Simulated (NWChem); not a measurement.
System: B cation, singlet

Results from NWChem. Low-valent species are run as closed-shell singlets; no triplet was tried in these runs. GIAO values for the isolated, static molecule; σ is the absolute isotropic shielding.

What does the run give for PBE0/pcSseg-3? Quantities: σ B1 (ppm).


- σ B1 (ppm): 193.8
